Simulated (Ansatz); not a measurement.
CH3O3S−, SMILES `CS(=O)(=O)[O-]`, relaxed with RKS PBE0-D4/def2-TZVPD in Ansatz 0.2.0 from a GFN2-xTB geometry. The force threshold is 0.005 eV/Å; the program also tests the step.

Total charge -1; spin multiplicity 1.

Start:

```xyz
8

C    -0.448    0.220   -0.792
S     0.434   -0.213    0.767
O    -0.419    0.315    1.832
O     0.521   -1.673    0.747
O     1.728    0.461    0.655
H     0.152   -0.137   -1.617
H    -1.413   -0.268   -0.770
H    -0.555    1.296   -0.822
```

```json
{"step": "1", "energy (eV)": "-18056.6477", "largest force (eV/Å)": "0.910", "largest move (Å)": "0.000"}
{"step": "2", "energy (eV)": "-18056.6670", "largest force (eV/Å)": "0.511", "largest move (Å)": "0.015"}
{"step": "3", "energy (eV)": "-18056.6754", "largest force (eV/Å)": "0.022", "largest move (Å)": "0.020"}
{"step": "4", "energy (eV)": "-18056.6755", "largest force (eV/Å)": "0.010", "largest move (Å)": "0.002"}
{"step": "5", "energy (eV)": "-18056.6755", "largest force (eV/Å)": "0.003", "largest move (Å)": "0.001"}
```

End:

```xyz
8

C    -0.432    0.212   -0.764
S     0.427   -0.209    0.754
O    -0.428    0.315    1.814
O     0.516   -1.665    0.730
O     1.715    0.466    0.642
H     0.157   -0.146   -1.609
H    -1.411   -0.269   -0.755
H    -0.544    1.296   -0.812
```

It took 19 s on 2 threads of an AMD EPYC 7R13 on a shared host and a share of an NVIDIA H100 80 GB, with 0.86 GiB of host memory at the peak.
